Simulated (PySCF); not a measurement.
Orbital picture of LiH

PBE0 at R = 1.600 Å; Li 6-311G(d,p), H 6-311G(d,p); no relativity (PySCF 2.14). State: triplet, unpaired electrons σ ↑↑, a second solution, started from another occupation. Only the outer orbitals are listed, counted within each symmetry.

```json
{"spin": "α", "orbital": "1σ", "occ.": "1", "ε (eV)": "-55.91", "on Li (%)": "100", "main shells (%)": "100 Li s"}
{"spin": "α", "orbital": "2σ", "occ.": "1", "ε (eV)": "-12.44", "on Li (%)": "12", "main shells (%)": "88 H s"}
{"spin": "α", "orbital": "3σ", "occ.": "1", "ε (eV)": "-3.16", "on Li (%)": "103", "main shells (%)": "90 Li s, 13 Li p"}
{"spin": "α", "orbital": "1π", "occ.": "0", "ε (eV)": "-0.98", "on Li (%)": "100", "main shells (%)": "100 Li p"}
{"spin": "α", "orbital": "1π", "occ.": "0", "ε (eV)": "-0.98", "on Li (%)": "100", "main shells (%)": "100 Li p"}
{"spin": "α", "orbital": "4σ", "occ.": "0", "ε (eV)": "0.11", "on Li (%)": "100", "main shells (%)": "69 Li p, 30 Li s"}
{"spin": "β", "orbital": "1σ", "occ.": "1", "ε (eV)": "-55.61", "on Li (%)": "100", "main shells (%)": "100 Li s"}
{"spin": "β", "orbital": "2σ", "occ.": "0", "ε (eV)": "-0.81", "on Li (%)": "104", "main shells (%)": "80 Li s, 23 Li p"}
{"spin": "β", "orbital": "1π", "occ.": "0", "ε (eV)": "1.47", "on Li (%)": "100", "main shells (%)": "100 Li p"}
{"spin": "β", "orbital": "1π", "occ.": "0", "ε (eV)": "1.47", "on Li (%)": "100", "main shells (%)": "100 Li p"}
```

Which are the highest filled and the lowest empty level, where do they sit, and how wide is the gap?

Highest filled α 3σ at -3.16 eV (in %: 90 Li s, 13 Li p); lowest empty α 1π at -0.98 eV (in %: 100 Li p); the gap at PBE0 is 2.18 eV.

| Property | Result |
| --- | --- |
| bond order (Mayer) | 0.12 |
| ⟨S²⟩ | 2.000 |
| charge on Li (Mulliken, basis-dependent) | -0.15 |
| charge on Li (Löwdin, basis-dependent) | -0.22 |
| dipole moment (positive dipole means Li(−)H(+)) | 4.20 D |

Shares are Mulliken populations and can fall outside 0 to 100 %.
